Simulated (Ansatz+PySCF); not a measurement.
# singlet H2S: levels of theory in one basis

```xyz
3

S     0.0000    0.0000   -0.1716
H     0.0000    1.6030    1.3730
H     0.0000   -1.6030    1.3730
```

Basis set: 6-31G (spherical functions). Correlated methods keep 5 orbitals frozen. Charge 0, multiplicity 1.

Computed with Ansatz (development build ahead of 0.2.0) and PySCF 2.14.0; each method stands on the lowest determinant of its kind that the runs found.

```
                            method  E − E(RHF) (eV)  <S²> of the determinant
                               RHF             0.00                        –
                               UHF            -2.23                     1.53
                           RHF-MP2            -2.80                        –
                           UHF-MP2            -2.93                     1.53
                          UHF-CCSD            -4.03                     1.53
                       RHF-CCSD(T)            -4.23                        –
                       UHF-CCSD(T)            -4.09                     1.53
full CI (lowest root of this spin)            -4.23                        –
```

Problem. What does RHF-CCSD give on the same scale?

Solution. -4.14 eV.

At such a shape the full CI root can have another spatial symmetry than the determinants, so the rows needn't describe one state.

Problem. Is a single determinant a sound starting point here?

Solution. It is doubtful. Unrestricted orbitals lower Hartree–Fock by 2.23 eV and <S²> is 1.53 where a pure state has 0.00, a sign of strong static correlation.

Caution for RHF, RHF-MP2, RHF-CCSD, RHF-CCSD(T): an unrestricted determinant lies well below. Caution for UHF, UHF-MP2, UHF-CCSD, UHF-CCSD(T): the unrestricted determinant is a mixture of spin states. Caution for RHF-MP2, RHF-CCSD, RHF-CCSD(T): bonds are stretched, where a single reference can fail. Caution for UHF-MP2, UHF-CCSD, UHF-CCSD(T): large amplitudes, a single reference is doubtful; a plain start can end on a higher determinant. Caution for UHF-CCSD, UHF-CCSD(T): the program doubts this total. Caution for UHF-CCSD(T): another reference gives a lower total.
